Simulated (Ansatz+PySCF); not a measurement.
**triplet NH: levels of theory in one basis**

```xyz
2

N     0.0000    0.0000   -0.1570
H     0.0000    0.0000    1.0991
```

Basis set: 6-31G (spherical functions). Left uncorrelated: 1 orbital. Correlation on ROHF uses semicanonical orbitals with singles. Charge 0, multiplicity 3.

Computed with Ansatz (development build ahead of 0.2.0); each method stands on the lowest determinant of its kind that the runs found.

| method | E − E(ROHF) (eV) | <S²> of the determinant |
| --- | --- | --- |
| ROHF | 0.00 | 2.00 |
| UHF | -0.19 | 2.07 |
| ROHF-MP2 | -1.78 | – |
| UHF-MP2 | -1.79 | 2.07 |
| ROHF-CCSD | -2.27 | – |
| UHF-CCSD | -2.27 | 2.07 |
| ROHF-CCSD(T) | -2.29 | – |
| UHF-CCSD(T) | -2.29 | 2.07 |
| full CI (lowest root of this spin) | -2.30 | – |

**Question.** Is a single determinant a sound starting point here?

**Answer.** By this sign, yes. Unrestricted orbitals gain 0.19 eV and <S²> is 2.07 against 2.00 for a pure state.
